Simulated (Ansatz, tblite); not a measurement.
**The cluster PbSe₂−: a ladder of methods and basis sets**

Aim: run the doublet of the cluster PbSe₂− at one geometry on many levels, and compare frontier levels, spin and run time.

The runs use Ansatz 0.2.0, Gaussian basis; as each input shows.

Plan: GFN1-xTB, GFN2-xTB, PBE-D4/def2-TZVPD, r2SCAN-D4/def2-TZVPD, ωB97M-V/def2-TZVPD, PBE-QIDH/def2-TZVPD, revPBE-D4/def2-TZVPD, ωB97X-V/def2-TZVPD, CAM-B3LYP-D4/def2-TZVPD, LC-ωPBE(0.10)/def2-TZVPD, LC-ωPBE(0.15)/def2-TZVPD, LC-ωPBE(0.20)/def2-TZVPD, LC-ωPBE(0.30)/def2-TZVPD, PBE-D4/def2-SVPD, PBE0-D4/def2-SVPD, CCSD(T)/def2-SVPD, MP2/def2-TZVPD, RPA/def2-TZVPD.

### 1 The geometry

The doublet was relaxed beforehand with r2SCAN-D4/def2-TZVPD. At that level it is the lowest of the isomers that a small search found.

3 atoms, charge -1, spin multiplicity 2.

Bond lengths: Pb1–Se2 2.541 Å, Pb1–Se3 2.541 Å. Angles: Se2–Pb1–Se3 127.9°.

Coordinates:

```xyz
3
PbSe2
Pb   -0.3800    0.5725   -0.2851
Se   -1.3029   -1.7406   -0.7883
Se    1.6829    1.1680    1.0734
```

Pb takes a core potential in the def2 sets. No spin-orbit coupling is included. The ion is computed in the gas phase, without counter-ions or solvent.

PBE0-D4/def2-TZVPD was run before; its log isn't repeated, and its numbers join the tables.

### 2 GFN1-xTB

Tight binding, by tblite at 300 K electronic temperature and without a spin-polarisation term:

```python
tblite.interface.Calculator('GFN1-xTB', numbers, positions, charge=-1, uhf=1).singlepoint()
```

Energy -230.9844 eV; 0.002 s.

### 3 GFN2-xTB

Tight binding, by tblite at 300 K electronic temperature and without a spin-polarisation term:

```python
tblite.interface.Calculator('GFN2-xTB', numbers, positions, charge=-1, uhf=1).singlepoint()
```

Energy -245.3427 eV; 0.002 s.

### 4 PBE-D4/def2-TZVPD

start.molden holds the orbitals of an earlier run on this state, given as this run's starting guess.

in.yaml reads:

```yaml
crystal:
  periodic: [false, false, false]
  atoms:
    - {symbol: Pb, position_ang: [-0.379975, 0.572525, -0.285051]}
    - {symbol: Se, position_ang: [-1.302937, -1.740553, -0.788309]}
    - {symbol: Se, position_ang: [1.682902, 1.168029, 1.073360]}
basis:
  gaussian: {orbitals: def2-TZVPD, initial_orbitals: start.molden}
total_charge: -1
magnetization: {spin_polarized: true, initial_magnetization: 1}
hamiltonian: {xc: pbe, dispersion: d4}
scf: {omitted_lower_state_checks: [starts]}
output: {orbitals: {seedname: orbitals}}
```

On the command line:

```bash
ansatz run in.yaml --threads 4 --pin off --events-out ev --progress --plain --max-ram 3916MiB
```

The runs that follow: r2SCAN-D4/def2-TZVPD; ωB97M-V/def2-TZVPD; PBE-QIDH/def2-TZVPD; revPBE-D4/def2-TZVPD; ωB97X-V/def2-TZVPD; CAM-B3LYP-D4/def2-TZVPD; LC-ωPBE(0.10)/def2-TZVPD; LC-ωPBE(0.15)/def2-TZVPD; LC-ωPBE(0.20)/def2-TZVPD; LC-ωPBE(0.30)/def2-TZVPD; PBE-D4/def2-SVPD; PBE0-D4/def2-SVPD; CCSD(T)/def2-SVPD; MP2/def2-TZVPD; RPA/def2-TZVPD.

Q: Predict the results of all the runs planned. Wanted: gap in def2-TZVPD, named functionals, smallest and largest; gap over the ω; correlation energy, CCSD(T)/def2-SVPD; correlation energy, MP2/def2-TZVPD; ⟨S²⟩ in def2-TZVPD, named functionals, smallest and largest; PBE0 total energy, smallest basis above largest.

As calculated:

| quantity | value |
| --- | --- |
| gap in def2-TZVPD, named functionals, smallest and largest | 0.59 eV (PBE-D4), 5.68 eV (ωB97X-V) |
| gap over the ω (1/bohr) | 3.23 eV at 0.1, 5.65 eV at 0.3 |
| correlation energy, CCSD(T)/def2-SVPD | -16.43 eV |
| correlation energy, MP2/def2-TZVPD | -25.30 eV |
| ⟨S²⟩ in def2-TZVPD, named functionals, smallest and largest | 0.753, 0.775 |
| PBE0 total energy, smallest basis above largest | 16.06 eV (def2-SVPD, def2-TZVPD) |

Over the named functionals in def2-TZVPD the gap runs from 0.59 eV (PBE-D4) to 5.68 eV (ωB97X-V); exact exchange widens it. Raising the ω (1/bohr) from 0.1 to 0.3 moves the HOMO by -1.46 eV and the LUMO by +0.96 eV. Over the named functionals in def2-TZVPD spin contamination reaches 0.02 (ωB97X-V), which is small.
